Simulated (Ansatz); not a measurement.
2H WS₂

Method: HSE06 in Ansatz (plane waves, PAW).

Run with plane-wave cutoff 460 eV, 9×9×2 k mesh (along the axes of the cell as run), Fermi–Dirac smearing 0.01 eV, no spin polarisation, scalar-relativistic PAW data made under PBE.

Cell (relaxed at this level):

Space group P6₃/mmc (No. 194); a = 3.1581 Å, b = 3.1581 Å, c = 14.2619 Å, α = 90.00°, β = 90.00°, γ = 120.00°

| atom | site | symmetry | x | y | z |
|---|---|---|---|---|---|
| W | 2c | -6m2 | 0.3333 | 0.6667 | 0.2500 |
| S | 4f | 3m. | 0.6667 | 0.3333 | 0.1408 |

For 2H WS₂, the band gap is 2.13 eV and the smallest direct gap on the k points sampled is 2.34 eV. The Γ–Γ gap is 3.46 eV.

Measured, for comparison: band gap 1.35 eV (room temperature, not corrected to a static lattice, bulk 2H; as tabulated in Bastos et al. (2019), arXiv:1903.08112).

Note: the cell comes from a level without a dispersion term, which matters for the spacing of layers, chains or molecules; the cell has widely spaced layers and the level no dispersion term, so their spacing and the moduli can rest on weak binding.

Spin–orbit coupling is not included.

Ansatz is a first-principles code.
